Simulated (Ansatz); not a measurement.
**P₄ (SMILES p12p3p1p23): single points off equilibrium**

How do the functionals fare away from a minimum? The structure is a structure displaced at random from a GFN2-xTB minimum.

Computed with Ansatz 0.2.0, Gaussian basis. Level: single points in def2-TZVPP.

Correlated methods freeze the cores.

## (1) The system as given

SMILES `p12p3p1p23`, 4 atoms, charge 0, spin multiplicity 1.

Atoms are counted from 1 here; the program's logs count them from 0.

Bond lengths: P1–P2 2.222 Å, P1–P3 2.254 Å, P2–P3 2.183 Å, P2–P4 2.175 Å, P3–P4 2.197 Å. Angles: P2–P1–P3 58.4°, P1–P2–P3 61.6°, P1–P2–P4 64.0°, P3–P2–P4 60.6°, P1–P3–P2 60.1°, P1–P3–P4 63.1°, P2–P3–P4 59.6°, P2–P4–P3 59.9°.

Coordinates:

```mol
P4
  3D, bonds by distance, orders not assigned

  4  6  0  0  0  0  0  0  0  0999 V2000
   -0.7536   -0.2140    1.1999 P   0  0
    1.2691    0.1278    0.3456 P   0  0
   -0.1384   -1.1077   -0.7762 P   0  0
   -0.3829    1.0750   -0.7063 P   0  0
  1  2  8  0
  1  3  8  0
  1  4  8  0
  2  3  8  0
  2  4  8  0
  3  4  8  0
M  END
```

## (2) CCSD(T)/def2-TZVPP

run/in.yaml

```yaml
crystal:
  periodic: [false, false, false]
  atoms:
    - {symbol: P, position_ang: [-0.753600, -0.214000, 1.199900]}
    - {symbol: P, position_ang: [1.269100, 0.127800, 0.345600]}
    - {symbol: P, position_ang: [-0.138400, -1.107700, -0.776200]}
    - {symbol: P, position_ang: [-0.382900, 1.075000, -0.706300]}
basis:
  gaussian: {orbitals: def2-TZVPP}
correlation: {method: ccsd_t}
output: {forces: true}
```

The command line of these runs was not kept.

## (3) PBE0-D4/def2-TZVPP

run/in.yaml: that of step 2 with these lines changed.

```diff
@@ -9,3 +9,3 @@
   gaussian: {orbitals: def2-TZVPP}
-correlation: {method: ccsd_t}
-output: {forces: true}
+hamiltonian: {xc: pbe0, dispersion: d4}
+output: {forces: true, orbitals: {seedname: orbitals}}
```

## (4) wB97M-V/def2-TZVPP

run/in.yaml: that of step 3 with these lines changed.

```diff
@@ -9,3 +9,3 @@
   gaussian: {orbitals: def2-TZVPP}
-hamiltonian: {xc: pbe0, dispersion: d4}
-output: {forces: true, orbitals: {seedname: orbitals}}
+hamiltonian: {xc: {name: wB97M-V}}
+output: {forces: true}
```

## (5) r2SCAN-D4/def2-TZVPP

run/in.yaml: that of step 4 with these lines changed.

```diff
@@ -9,3 +9,3 @@
   gaussian: {orbitals: def2-TZVPP}
-hamiltonian: {xc: {name: wB97M-V}}
+hamiltonian: {xc: r2scan, dispersion: d4}
 output: {forces: true}
```

## (6) PBE-D4/def2-TZVPP

run/in.yaml: that of step 5 with these lines changed.

```diff
@@ -9,3 +9,3 @@
   gaussian: {orbitals: def2-TZVPP}
-hamiltonian: {xc: r2scan, dispersion: d4}
+hamiltonian: {xc: pbe, dispersion: d4}
 output: {forces: true}
```

## (7) B97M-V/def2-TZVPP

run/in.yaml: that of step 6 with these lines changed.

```diff
@@ -9,3 +9,3 @@
   gaussian: {orbitals: def2-TZVPP}
-hamiltonian: {xc: pbe, dispersion: d4}
+hamiltonian: {xc: {name: B97M-V}}
 output: {forces: true}
```

## (8) HSE06-D4/def2-TZVPP

run/in.yaml: that of step 7 with these lines changed.

```diff
@@ -9,3 +9,3 @@
   gaussian: {orbitals: def2-TZVPP}
-hamiltonian: {xc: {name: B97M-V}}
+hamiltonian: {xc: hse06, dispersion: d4}
 output: {forces: true}
```

(Steps that only read results are left out.)

Before running it: what results should come out? Wanted: energy less free atoms, CCSD(T)/def2-TZVPP; RMS force component; RMS force error; HOMO and LUMO, PBE0-D4; T1 diagnostic.

**Answer**, as computed:

```
                                  quantity                                                                                           value
energy less free atoms, CCSD(T)/def2-TZVPP                                                                                      -11.237 eV
                       RMS force component                                                            0.576 to 0.836 eV/Å over the methods
                           RMS force error  PBE0-D4 0.373, wB97M-V 0.368, r2SCAN-D4 0.255, PBE-D4 0.012, B97M-V 0.426, HSE06-D4 0.344 eV/Å
                    HOMO and LUMO, PBE0-D4                                                                              -7.36 and -1.29 eV
                             T1 diagnostic                                                                                           0.018
```

Against CCSD(T) the functionals' energies less atoms differ by -2.354 to -1.427 eV, PBE-D4 by -2.354 eV. A larger basis would deepen the CCSD(T) value, while the functionals are nearly converged already, so the order here is not reliable. For forces PBE-D4 does best and B97M-V worst. Frozen-core CCSD(T) forces in triple zeta carry basis errors of their own, and this is one geometry, so small gaps rank nothing.
